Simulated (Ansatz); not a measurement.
# Relative energies of CH7NSi isomers

3 of its isomers, all singlets with charge 0: A = `NC[SiH3]`; B = `CN[SiH3]`; C = `C[SiH2]N`.

Shapes, held fixed at every level: PBE0-D4/def2-TZVP. Flexible molecules stand in one conformer, not always the lowest. Programs: Ansatz 0.2.0.

Electronic energies in kJ/mol, without zero-point or thermal terms.

Question: Which isomer should be the most stable, and roughly by how much?

Answer: C < B < A in rising energy, over a span of 144 kJ/mol, by CCSD(T)/CBS estimate. All levels agree on that. The B − A difference spans -64.7 to -52.5 kJ/mol over the levels. The CBS estimate extrapolates MP2 from def2-TZVPP and def2-QZVPP and adds CCSD(T) − MP2 in the triple-zeta set, cores frozen.

```csv
level,kind,B − A,C − A
HF/def2-SVP,Hartree–Fock,-64.7,-128.4
SPW92/def2-TZVPP,LDA,-52.5,-134.4
r2SCAN-D4/def2-TZVPP,meta-GGA,-57.4,-145.1
BHLYP-D4/def2-TZVPP,global hybrid,-63.7,-144.9
B2PLYP/def2-TZVPP,double hybrid,-60.7,-144.0
MP2/def2-TZVPP,perturbation theory,-61.0,-148.2
CCSD/def2-SVP,coupled cluster or CI,-57.5,-120.4
CCSD(T)/CBS estimate,coupled cluster or CI,-58.2,-144.4
```
